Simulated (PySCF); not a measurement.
Hexane, C6H14.
Bonds: C1–C2, C2–C3, C3–C4, C4–C5, C5–C6. Hydrogens: H7, H8, H9 on C1; H10, H11 on C2; H12, H13 on C3; H14, H15 on C4; H16, H17 on C5; H18, H19, H20 on C6.

Method: PBE0-D3(BJ)/def2-TZVP geometry optimisation, gas phase (PySCF).

**Question.** Give the optimised bond lengths and angles.

**Answer.** 
```
                   bond  length (Å)
           C1–C2, C5–C6       1.519
           C2–C3, C4–C5       1.520
                  C3–C4       1.519
 C1–H7 and 5 like bonds       1.093
C2–H10 and 3 like bonds       1.096
C3–H12 and 3 like bonds       1.097
```

Bonds in one row agree within 0.01 Å and their mean is given. A selection of angles:
```
     angle  degrees
  C2–C1–H7    111.7
  H7–C1–H8    107.7
  C1–C2–C3    113.1
 C1–C2–H10    109.7
 C3–C2–H10    109.2
H10–C2–H11    106.0
  C2–C3–C4    113.6
 C2–C3–H12    109.2
 C4–C3–H12    109.3
H12–C3–H13    105.9
```

Dihedral angles: C1–C2–C3–C4 180° (antiperiplanar); C2–C3–C4–C5 180° (antiperiplanar); C3–C4–C5–C6 180° (antiperiplanar).

The 6 heavy atoms lie in one plane (0.001 Å rms). All 5 C–C bonds measure 1.519 to 1.520 Å.

Point group: C2h (every atom within 0.08 Å of its image). PBE0-D3(BJ)/def2-TZVP frequencies: not computed here. One conformer, not necessarily the lowest.

On 2 threads, Intel Xeon Platinum 8488C (x86_64), on a shared host, this took 2.2 min wall, 5.5 min CPU and 1.6 GiB of memory at its peak. That covers the optimisation of the geometry.
